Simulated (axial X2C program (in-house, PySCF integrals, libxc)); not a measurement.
## NaMg⁻: properties at the nuclei

Computed with an in-house all-electron X2C program for linear molecules (integrals from PySCF): two-component X2C with atomic mean-field Coulomb and Gaunt terms, Gaussian nuclei, basis Mg dyall-av3z, Na dyall-av3z with contracted cores.

R = 3.743 Å (near the PBE0 minimum at charge -1 of the determinant lowest at the starting distance; the state shown can have its own minimum elsewhere).

Input and command:
```json
{"zs": [12, 11], "q": -1, "bas": ["dyall-av3z", "dyall-av3z"], "r0": 2.94, "levels": ["PBE0", "HF", "LDA", "PBE", "PBE50"], "nst": 3}
```
```bash
python soeom.py task.json out
```

Keys: zs atomic numbers; q charge; bas basis sets; r0 starting distance in Å; levels methods; nst determinants followed.

Determinant lowest in the PBE0 search, Ω = 0 (closed shell), highest spinor 52% Na s, 36% Mg p, 6% Na p:

| level | qzz Mg (a.u.) | qzz Na (a.u.) |
| --- | --- | --- |
| PBE0 | -0.18 | -0.02 |
| HF | -0.12 | -0.01 |
| LDA | -0.20 | -0.02 |
| PBE | -0.20 | -0.02 |
| PBE50 | -0.17 | -0.02 |

qzz is the electric field gradient, eQq0 = 234.96 MHz × Q/barn × qzz. The operators were transformed with the bare-nucleus X2C matrices; with these basis sets, hyperfine constants and field gradients can be off by tens of per cent, and where levels differ in sign neither size nor sign is settled.

**Question.** With Q(25Mg) = 0.1994 barn (Q from Pyykkö, Mol. Phys. 2018), turn the PBE0 values of the first state into constants in MHz.

**Answer.** eQq0(25Mg) = 234.96 × (0.1994) × (-0.18) = -8.43 MHz.

Each state is one determinant with collinear spin. For an anion, determinants above electron detachment, or with a positive highest level, are held by the basis set. At HF a later determinant lies lower. States lie within half an eV, so the first need not be the ground state. Further determinants of the search, some of them spin-mixed, are not shown. Where a field gradient or hyperfine factor spreads by more than a factor of two over the levels, a constant derived from it is not to be relied on.
